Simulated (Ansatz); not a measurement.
Basis-set extrapolation for C$_{4}$H$_{6}$O, SMILES `C1=CCOC1` (PBE0-D4/def2-TZVP geometry, frozen core, Ansatz 0.2.0). Multiplicity 1, RHF reference.

```
                      def2-TZVPP   def2-QZVPP
                 HF  -229.878939  -229.889417
    MP2 correlation    -0.882384    -0.942776
CCSD(T) correlation    -0.955013      not run
```

Energies in hartree. Use E(X) = E(∞) + A·exp(−7.88·√X) for Hartree–Fock and E(X) = E(∞) + B·X^(−2.97) for correlation, with X = 3 and 4, and add CCSD(T) minus MP2 of the smaller set to the MP2 limit.

**Question.** What is the CCSD(T) energy at the basis-set limit?

**Answer.** HF limit: -229.889417 + (-0.010478) × 0.13774 = -229.89086. MP2 limit: -0.942776 + (-0.060392) × 0.74074 = -0.98751. Higher-order term: -0.955013 − (-0.882384) = -0.07263. Total: -230.95100 hartree, 3.19 eV below CCSD(T)/def2-TZVPP.
